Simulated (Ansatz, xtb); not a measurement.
# Two isomers of C5H4O

Structure I is `C#C/C=C/C=O`, a singlet and structure II is `C#C/C=C\C=O`, a singlet. Both are isolated molecules in the gas phase, relaxed with B3LYP-D3(BJ)/def2-SVP, each in the lowest conformer that the search found.

Energies in hartree; the thermal terms are from B3LYP-D3(BJ)/def2-SVP harmonic frequencies (ideal gas, rigid rotor, one conformer each, 298.15 K, 1 atm) and include the zero-point energy:

|  | I | II |
| --- | --- | --- |
| E, CCSD(T)/def2-SVP | −267.119079 | −267.117515 |
| E, MP2/def2-SVP | −267.048987 | −267.047225 |
| E, MP2/def2-TZVPP | −267.535395 | −267.533981 |
| zero-point energy | 0.070913 | 0.071156 |
| H(298 K) − E | 0.078048 | 0.078179 |
| G(298 K) − E | 0.041360 | 0.041490 |

Question: Correct the CCSD(T) difference for the basis set by the MP2 change, then work out ΔE, ΔE₀, ΔH and ΔG for I → II in kJ/mol (1 Eh = 2625.50 kJ/mol) and the equilibrium ratio [II]/[I].

Answer: 1. Differences II − I: CCSD(T) +0.001564, MP2 in the small set +0.001762, MP2 in the large set +0.001414 Eh.
2. ΔE = +0.001564 + (+0.001414 − (+0.001762)) = +0.001216 Eh = +3.19 kJ/mol.
3. ΔE₀ = ΔE + ΔZPE = +0.001216 + (+0.000243) Eh = +3.83 kJ/mol.
4. ΔH = ΔE + (+0.000131) Eh = +3.54 kJ/mol.
5. ΔG = ΔE + (+0.000130) Eh = +3.53 kJ/mol, so ΔS = (ΔH − ΔG)/T = 0.0 J/(mol K).
6. kT = 0.9442 mEh, so K = [II]/[I] = exp(−ΔG/kT) = exp(−1.43) ≈ 0.24.

The two are too close for this level to say which is favoured. An error of 4 kJ/mol in ΔG would change K by a factor of 5. Mirror images and further conformers aren't counted.

As drawn, both hold the same kinds of bond in the same numbers.

Other levels gave ΔE = +1.5 (GFN2-xTB); +1.8 (HF/STO-3G, GFN2-xTB geometries); +4.9 (r2SCAN-D4/def2-SVP, GFN2-xTB geometries); +3.8 (B3LYP-D3(BJ)/def2-SVP); +4.2 (HF/def2-SVP); +4.6 (MP2/def2-SVP); +4.1 (CCSD(T)/def2-SVP) kJ/mol. The correlated steps freeze 6 core orbitals. Programs: Ansatz 0.2.0, xtb 6.7.1.
